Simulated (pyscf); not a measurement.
Single points on ωB97X-D3(BJ)/def2-SVP structures (PySCF, gas phase).

Task: For the elementary gas-phase step `[SiH2]1[SiH]2[SiH2][SiH]3[SiH2][SiH]1[SiH2][SiH]3[SiH2]2` -> `[SiH2]1[Si]2=[Si]3[SiH2][SiH]1[SiH2][SiH]([SiH2]2)[SiH2]3` + `[H][H]` (singlet surface; H–Si, H–Si broken, H–H formed), what barrier and reaction energy does ωB97M-D3(BJ)/def2-TZVP give, measured from the reactant's lowest minimum found?

Result: ΔE‡ = 70.6 kcal/mol, ΔE = +56.0 kcal/mol. Zero-point energy shifts the barrier by -1.8 kcal/mol. It is an elimination, with an imaginary mode of 1073i cm⁻¹. At the saddle there is also a short H–Si contact that neither side keeps. One saddle was located; it need not be the lowest between these sides. A restricted solution here is unstable towards spin polarisation, so biradical character is likely and single-reference numbers are less safe. The nine-atom cage is a hydrogen-capped model of the (100) dimer, relaxed without constraints.
